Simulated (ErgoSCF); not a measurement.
**BHF (SMILES [BH]F): levels of theory compared**

Aim: a comparison of 6 runs (UHF/def2-SVP, UHF/cc-pVTZ, UCAM-B3LYP/6-31G, UB3LYP/6-31G*, UPBE0/def2-SVP, UPBE0/pcseg-1) of BHF. 

The results are computed with ErgoSCF 3.8.

1 further run of the same task is left out (it didn't finish).

**1. Starting point**

The species is BHF (3 atoms), meant as a doublet with charge 0. As SMILES, `[BH]F`. The shape is that of a GFN2-xTB optimisation.

Bond lengths: B1–F2 1.307 Å, B1–H3 1.175 Å. Angles: F2–B1–H3 117.7°.

**2. The energy at UHF/def2-SVP (run 1)**

Contents of job.ego:

```
set_nthreads("env")
molecule_inline
B  -0.65618850 0.33639015 -0.34056644
F  1.16826648 1.53840714 0.81246885
H  -0.51207799 -1.87479729 -0.47190241
EOF
scf.use_diagonalization = 1
spin_polarization = 1
tmpdir = "."
scf.output_mulliken_pop = 1
basis = "def2-SVP"
scf.max_number_of_iterations = 120
run "HF"
```

The basis set def2-SVP is read from a file made from the Basis Set Exchange's data (not shown).

Command:

```sh
ergo job.ego
```

What it wrote:

```text
[...]
INSC SCF_general constructor, number of basis functions: 33
[...]
INSC Energy   1 =        -49.97010633405
[...]
INDE E_LUMO =          0.09167513848
[...]
INSC Energy  18 =       -124.58086864156  ( diff     -0.000000000007077 )
[...]
RESC CONVERGED after  18 iterations.
RESC FINAL ENERGY:       -124.58086864156
RESC FINAL <S2> =          0.75239360217
[...]
INSC SCF: dipole_moment_x [atomic units] =      -0.16607882
INSC SCF: dipole_moment_y [atomic units] =      -0.22258747
INSC SCF: dipole_moment_z [atomic units] =      -0.11587440
[...]
```

Run time: 3 s. Hardware: 1 thread of Arm Neoverse V2, shared host; peak memory 0.26 GiB.

**3. The energy at UHF/cc-pVTZ (run 2)**

Contents of job.ego:

```
set_nthreads(1)
molecule_inline
B  -0.65618850 0.33639015 -0.34056644
F  1.16826648 1.53840714 0.81246885
H  -0.51207799 -1.87479729 -0.47190241
EOF
scf.max_number_of_iterations = 120
spin_polarization = 1
tmpdir = "."
scf.output_mulliken_pop = 1
scf.use_diagonalization = 1
charge = 0
basis = "cc-pVTZ"
run "HF"
```

The basis set cc-pVTZ is read from a file made from the Basis Set Exchange's data (not shown).

Command:

```sh
ergo job.ego
```

What it wrote:

```text
[...]
INSC SCF_general constructor, number of basis functions: 74
[...]
INSC Energy   1 =        -20.70765739390
[...]
INDE E_LUMO =          0.08800868176
[...]
INSC Energy  16 =       -124.73208923763  ( diff     -0.000000000005571 )
[...]
RESC CONVERGED after  16 iterations.
RESC FINAL ENERGY:       -124.73208923763
RESC FINAL <S2> =          0.75318497364
[...]
INSC SCF: dipole_moment_x [atomic units] =      -0.13944900
INSC SCF: dipole_moment_y [atomic units] =      -0.25135500
INSC SCF: dipole_moment_z [atomic units] =      -0.10351117
[...]
```

It took 49 s on 1 thread of Arm Neoverse V2, shared host; peak memory 0.26 GiB.

Runs 3 to 4 aren't shown in full; the table further down has their settings and results.

**4. The energy at UPBE0/def2-SVP (run 5)**

Contents of ergo.in:

```
set_nthreads(1)
molecule_inline
B   -0.65618850   0.33639015  -0.34056644
F    1.16826648   1.53840714   0.81246885
H   -0.51207799  -1.87479729  -0.47190241
EOF
tmpdir = "."
scf.use_diagonalization = 1
XC.sparse_mode = 0
spin_polarization = 1
XC.angint = 41
basis = "def2-SVP"
scf.max_number_of_iterations = 120
charge = 0
scf.output_mulliken_pop = 1
XC.radint = 1e-11
run "PBE0"
```

The basis set def2-SVP is read from a file made from the Basis Set Exchange's data (not shown).

Command:

```sh
ergo < ergo.in
```

What it wrote:

```text
[...]
INDF Weighted mixed functional:
[...]
INSC Energy   1 =        -53.30088395975
[...]
INDE E_LUMO =         -0.05102371332
[...]
INSC Energy  16 =       -125.01781616884  ( diff     -0.000000000015689 )
[...]
RESC CONVERGED after  16 iterations.
RESC FINAL ENERGY:       -125.01781616884
RESC FINAL <S2> =          0.75143280648
[...]
INSC SCF: dipole_moment_x [atomic units] =      -0.00404819
INSC SCF: dipole_moment_y [atomic units] =      -0.19201514
INSC SCF: dipole_moment_z [atomic units] =      -0.02081778
[...]
```

Wall time 4.2 s (1 thread of Arm Neoverse V2, shared host); peak memory 0.26 GiB.

**5. The energy at UPBE0/pcseg-1 (run 6)**

Contents of input.xyz:

```xyz
3
BFH
B     -0.347240     0.178010    -0.180220
F      0.618220     0.814090     0.429940
H     -0.270980    -0.992100    -0.249720
```

Contents of input.ego:

```
set_nthreads("env")
XC.radint = 1e-11
scf.max_number_of_iterations = 120
basis = "pcseg-1"
XC.sparse_mode = 0
spin_polarization = 1
scf.use_diagonalization = 1
scf.output_mulliken_pop = 1
tmpdir = "."
XC.angint = 41
charge = 0
molecule "input.xyz"
run "PBE0"
```

The basis set pcseg-1 is read from a file made from the Basis Set Exchange's data (not shown).

Command:

```sh
ergo < input.ego
```

What it wrote:

```text
[...]
INDF Weighted mixed functional:
[...]
INSC Energy   1 =        -51.66449524665
[...]
INDE E_LUMO =         -0.05282472140
[...]
INSC Energy  16 =       -125.08795341164  ( diff     -0.000000000009265 )
[...]
RESC CONVERGED after  16 iterations.
RESC FINAL ENERGY:       -125.08795341164
RESC FINAL <S2> =          0.75129852095
[...]
INSC SCF: dipole_moment_x [atomic units] =      -0.05387198
INSC SCF: dipole_moment_y [atomic units] =      -0.20180680
INSC SCF: dipole_moment_z [atomic units] =      -0.05008658
[...]
```

It took 4.5 s on 1 thread of Arm Neoverse V2, shared host; peak memory 0.26 GiB.

**6. The series**

```
run                                level  integration grid  radint  energy (Eh)  dipole moment (D)   ⟨S²⟩  wall time
  1                         UHF/def2-SVP                 –       –  -124.580869               0.76  0.752        3 s
  2                          UHF/cc-pVTZ                 –       –  -124.732089               0.78  0.753       49 s
  3                     UCAM-B3LYP/6-31G             Turbo   1e-11  -125.169151               0.71  0.751      2.4 s
  4  UB3LYP/6-31G* (spherical functions)             Turbo   1e-11  -125.246988               0.37  0.751      3.9 s
  5                       UPBE0/def2-SVP             Turbo   1e-11  -125.017816               0.49  0.751      4.2 s
  6                        UPBE0/pcseg-1             Turbo   1e-11  -125.087953               0.55  0.751      4.5 s
```

**7. What came out**

```
            quantity          value
 run 6: total energy  -125.08795 Eh
run 6: dipole moment         0.55 D
         run 6: ⟨S²⟩          0.751
```

The dipole moment (its size) runs from 0.37 D (UB3LYP/6-31G*) to 0.78 D (UHF/cc-pVTZ). The two ends differ in method and basis. Totals of different functionals can't be ranked against each other. All runs together took 67 s, the longest 49 s.
